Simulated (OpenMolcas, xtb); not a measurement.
# A ladder of methods for BH2Cl (SMILES BCl)

BH2Cl has 4 atoms, charge 0, and is taken as a singlet. SMILES: `BCl`. Geometry: relaxed at PBE0-D4/def2-TZVP.

Each level gives the HOMO–LUMO gap (eV). The values are calculated.

```
           level            kind     program  value (eV)
        GFN2-xTB  semi-empirical         xtb        3.67
        GFN0-xTB  semi-empirical         xtb        5.19
    HF/def2-TZVP    Hartree–Fock  OpenMolcas       13.67
 SVWN5/def2-TZVP             LDA  OpenMolcas        4.22
   PBE/def2-TZVP             GGA  OpenMolcas        4.43
 M06-L/def2-TZVP        meta-GGA  OpenMolcas        5.14
 B3LYP/def2-TZVP   global hybrid  OpenMolcas        6.38
B2PLYP/def2-TZVP   double hybrid  OpenMolcas        9.45
```

The values span 3.67 to 13.67 eV. Orbital gaps aren't excitation energies, and those of double hybrids come from the SCF part alone; they tend to grow with the share of exact exchange.
